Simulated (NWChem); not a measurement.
Species: isobutene (C4H8); SMILES C(=C)(C)C

Computed with NWChem. Coordinates come from a PBE0/def2-SVP optimisation. Level: PBE0/def2-SVP with SMD (1 M gas to 1 M solution), gas-phase geometry.

Problem. Predict the results for solvent water. Quantities: solvation free energy (kcal/mol); cavity-dispersion-structure term (kcal/mol); dipole in solution (D).

Solution. The solvation free energy (kcal/mol) comes out as 1.4 and the cavity-dispersion-structure term (kcal/mol) is 3.6. The dipole in solution (D) is 0.93.
